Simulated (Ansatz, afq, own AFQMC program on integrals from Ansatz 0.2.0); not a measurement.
AFQMC on a folder of integrals that Ansatz 0.2.0 wrote.

```yaml
crystal:
  periodic: [false, false, false]
  atoms:
    - {symbol: Si, position_ang: [0.000000, 0.000000, 0.000000]}
    - {symbol: H, position_ang: [0.000000, 0.000000, 2.487000]}
basis:
  gaussian: {orbitals: cc-pVTZ}
magnetization: {spin_polarized: true, initial_magnetization: 1}
correlation: {method: ccsd_t, electrons: outside_noble_gas, hamiltonian_folder: ham}
```

```sh
$ ansatz run in.yaml --threads 1 --pin off --events-out ev --progress --plain --max-ram 16896MiB --backend cuda --devices 0, --max-vram 18GiB
```

Options of the walk:

```
--method phaseless --trial hf --walkers 4000 --populations 20 --least-time 40 --time-step 0.005 --steps-per-block 20 --equilibration-blocks 160 --max-blocks 4000 --target-error 0.00135 --factor-cut 1e-05 --start spin_pure --seed 9278 --taylor-order 6
```

Times are imaginary, in 1/Eh. The walk had a cap of 52 s. With eight or more populations the least sampling time is a fifth of least-time, and the error comes from their spread.

Output of the walk:

```
orbitals 43  electrons 3 2  factors 260 of 276
reference energy -289.36777950 Eh
CCSD correlation -0.09780356 Eh in 16 cycles, weight of the determinant in the CISD state 0.7683
energy of the start -289.379187 Eh
 block  time / (1/Eh)  mean weight  energy / Eh
     1     0.100  1.0001  -289.392171
     2     0.200  1.0003  -289.402556
     3     0.300  1.0004  -289.411149
     4     0.400  1.0004  -289.418807
     5     0.500  1.0003  -289.425331
     8     0.800  1.0003  -289.439032
    13     1.300  1.0000  -289.453015
    25     2.500  1.0002  -289.467539
    31     3.100  1.0000  -289.470652
    49     4.900  0.9999  -289.471837
    67     6.700  1.0000  -289.472707
    85     8.500  1.0001  -289.472097
   103    10.300  1.0002  -289.469125
   121    12.100  1.0002  -289.475305
   127    12.700  1.0002  -289.477258
   139    13.900  1.0000  -289.474504
   157    15.700  1.0001  -289.469969
   175    17.500  1.0001  -289.468477
   193    19.300  0.9998  -289.469006
   211    21.100  1.0002  -289.469265
   229    22.900  0.9999  -289.469933
   235    23.500  1.0000  -289.470537
error from the spread of 20 populations
energy -289.469856 +/- 0.000593 Eh
(rows thinned)
```

The run passed its tests (sampling time, drift between the halves within three errors, error under three times the target), which doesn't prove that it has relaxed.

Against this walk (error 16.1 meV) on the same determinant: CCSD(T) 24.3 meV lower (within the noise), CCSDT(Q) 106.6 meV lower, CCSDTQ 106.8 meV lower, full CI 106.9 meV lower, a separate phaseless walk with a CISD trial and standard settings 64.2 ± 16.9 meV lower. The error is statistical and leaves out the bias of the constraint. The determinant has ⟨S²⟩ = 1.43, so the low cluster orders mix in higher spin, while the walk starts as a pure doublet. Full CI is exact here, so the walk's 107 meV above it is the walk's own error: the bias of the constraint with this trial. The determinant is a poor start (see the cautions), so the low cluster orders aren't to be relied on, and full CI is the sure value.

Cautions: constraint bias not in the error; strong correlation (T1 0.100, weight of the determinant 0.77, largest double 0.23); unrestricted determinant spin contaminated (⟨S²⟩ 1.43 against 0.75).

The walk took 29 s on 1 × NVIDIA H100 80GB HBM3 with 2 threads of AMD EPYC 7R13 Processor (Zen 3), on a shared host (the card was shared). The log's last line is the phaseless energy.

CCSDT and higher add their correlation energy to the determinant of the CCSD(T) run, since their own runs factorise the integrals more tightly (a shift of under 2 meV). A walk keeps the symmetry of its determinant, which the program's search chose and which needn't be the lowest solution, so a lower state of the same spin and another symmetry isn't excluded.
